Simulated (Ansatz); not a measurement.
C2H5NOS can be A, `OC1NCS1`, or B, `SC1NCO1`.

Isolated molecules relaxed with PBE0-D4/def2-TZVP in Ansatz; ΔE leaves out vibrations. CBS: MP2 limit from def2 TZ/QZ plus the TZ coupled-cluster correction, frozen cores. Functionals use def2-TZVPP. B3LYP here is the variant with VWN-RPA as its local correlation; programs differ in this. Each species was taken in one conformer, which may not be the lowest.

Q: Which is lower in electronic energy at CCSD(T)/CBS, and by how much? (Estimate.)

A: Computed: A, by 10.8 kcal/mol.

Q: Give E(B) − E(A) in kcal/mol with CCSD(T)/def2-TZVPP, B3LYP-D4, PBE0-D4, PBE-D4, ωB97M-V, CCSD/def2-TZVPP, HF/def2-TZVPP. (An estimate is asked.)

A: Computed: CCSD(T)/def2-TZVPP 9.6, B3LYP-D4 9.8, PBE0-D4 10.7, PBE-D4 10.7, ωB97M-V 9.9, CCSD/def2-TZVPP 9.2, HF/def2-TZVPP 7.3. None reverses the order clearly.

Largest T1 diagnostic: 0.012.

In def2-TZVPP, CCSD(T) changes the Hartree–Fock value by +2.3 kcal/mol (the triples alone add +0.4 kcal/mol) and MP2 by +3.9 kcal/mol.
